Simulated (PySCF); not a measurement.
Gas-phase reaction: 4 CHF + H2 → 2 F + 2 CH2CHF, at 1800 K and a standard pressure of 1 bar. Level: LDA/def2-TZVP†.

Energies from PySCF, thermal terms from the rigid-rotor harmonic-oscillator model, ideal gas at 1 bar. † marks an energy on the PBE0/def2-TZVP geometry and frequencies. Open shells (unrestricted): F (multiplicity 2, electronic degeneracy 6); the rest are closed-shell singlets. Spin-orbit splitting is ignored; it lowers the true energy and changes the entropy of F. CHF: computed as isolated molecules; such fragments, hydroxides, amides, oligomers or adducts are transient or little studied in the gas. The harmonic model lacks anharmonicity and excited electronic states, which grow with temperature; levels with a mode under 35 cm⁻¹ are left out.

```
species      E (Ha)  H(1800 K) − E (kJ/mol)  S°(1800 K) (J/mol/K)
-------  ----------  ----------------------  --------------------
CHF      -137.45972                   113.3                 302.2
H2         -1.13681                    80.4                 183.9
F         -99.10742                    37.4                 197.8
CH2CHF   -176.53384                   271.1                 406.3
```
E: electronic energy; H − E holds the zero-point and thermal terms. 1 Ha = 2625.5 kJ/mol.

Work out ΔH°, ΔS°, ΔG° and log10 K from these numbers.

1. ΔE = 2×(-99.10742) + 2×(-176.53384) − 4×(-137.45972) − 1×(-1.13681) = -0.30683 Ha = -805.6 kJ.
2. Δ(H − E) = 2×(37.4) + 2×(271.1) − 4×(113.3) − 1×(80.4) = 83.4 kJ, so ΔH° = -722.2 kJ.
3. ΔS° = 2×(197.8) + 2×(406.3) − 4×(302.2) − 1×(183.9) = -184.5 J/K; the number of gas molecules changes by -1.
4. ΔG° = ΔH° − TΔS° = -722.2 − 1800×(-184.5)/1000 = -390.1 kJ.
5. log10 K = −ΔG°/(RT ln 10) = 11.32, with RT ln 10 = 34.46 kJ/mol; at standard pressures the products are favoured.
6. A shift of 10 kJ in ΔE would move log10 K by 0.29 here.
For scale, ΔH°(298 K) is -744 kJ at this level, -697 kJ at ωB97M-V/def2-TZVP†, and runs from -875 to -658 kJ over the 20 levels computed.
